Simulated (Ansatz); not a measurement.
Crystal: InO$_{3}$, ReO3 type, 4 atoms in the cell.

All numbers below come from PBE, plane waves, PAW datasets (earlier set, tuned by hand) in Ansatz.

Cutoff 930 eV; k-mesh 13×13×13 Γ-centred; Fermi–Dirac smearing of 0.0612 eV; no spin polarisation; no spin–orbit coupling.

Q: What equilibrium volume, lattice constant and bulk modulus does this give?

A: V₀ = 18.695 Å³/atom (a₀ = 4.213 Å), B₀ = 64.6 GPa, B₀′ = 4.32. The points behind the fit:

| V (Å³/atom) | a (Å) | E − E(min) (meV/atom) | P (GPa) |
| --- | --- | --- | --- |
| 18.315 | 4.1843 | 1.62 | 1.39 |
| 18.688 | 4.2125 | 0.00 | 0.03 |
| 19.062 | 4.2404 | 1.40 | -1.20 |
| 19.436 | 4.2680 | 5.52 | -2.31 |
| 19.810 | 4.2952 | 12.09 | -3.30 |

The published all-electron PBE values for this crystal (mean of FLEUR and WIEN2k, k-spacing 0.06 Å⁻¹; Bosoni et al., Nat. Rev. Phys. 6, 45 (2024)) are V₀ = 18.692 Å³/atom, B₀ = 64.8 GPa, B₀′ = 4.33. This run's mesh is coarser (spacing 0.11 Å⁻¹), so part of any difference comes from k-sampling.

The stress includes the program's correction for the finite plane-wave basis.

This cubic structure is a model: it isn't the usual form of the substance at ambient conditions, and such phases are metastable or hypothetical. The k-mesh is modest, so these values aren't fully converged in k. Spin polarisation is left out, and a magnetic state may lie lower.
